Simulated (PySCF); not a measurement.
# The electron affinity along the third row

All values are computed (PySCF 2.14, energy differences of UHF-based or UKS calculations, no spin-orbit coupling). Values in eV. The last column holds reference values (measured affinities from photodetachment; the arrow runs from anion to atom). Unmarked ones compare directly (S terms, centres of terms, or small fine structure); those marked * lie between the lowest fine-structure levels and include a spin-orbit shift.

| element | configurations | MP2 (valence and next inner shell) | CCSD(T) (valence and next inner shell) | MP2 (valence) | CCSD (valence) | CCSD(T) (valence) | CCSD(T) (all electrons) | reference |
| --- | --- | --- | --- | --- | --- | --- | --- | --- |
| Al (aug-cc-pwCVTZ, non-relativistic) | [Ne] 3s2 3p2 → [Ne] 3s2 3p1 | 0.348 | 0.408 | 0.364 | 0.374 | 0.424 | 0.409 | 0.433 * |
| Si (aug-cc-pwCVTZ, non-relativistic) | [Ne] 3s2 3p3 → [Ne] 3s2 3p2 | 1.381 | 1.377 | 1.389 | 1.327 | 1.387 | 1.378 | 1.390 * |
| P (aug-cc-pwCVTZ, non-relativistic) | [Ne] 3s2 3p4 → [Ne] 3s2 3p3 | 0.459 | 0.614 | 0.469 | 0.548 | 0.616 | 0.614 | 0.747 * |
| S (aug-cc-pwCVTZ, non-relativistic) | [Ne] 3s2 3p5 → [Ne] 3s2 3p4 | 1.939 | 1.950 | 1.937 | 1.864 | 1.949 | 1.950 | 2.077 * |
| Cl (aug-cc-pwCVTZ, non-relativistic) | [Ar] → [Ne] 3s2 3p5 | 3.642 | 3.505 | 3.633 | 3.409 | 3.502 | 3.505 | 3.613 * |

"Valence" correlates the outer s and p shells and, in groups 3 to 12 and the f block, the outer d or f shell, open or full, or the next shell where the ion has no valence electron left; the wider scheme adds the next inner shell.
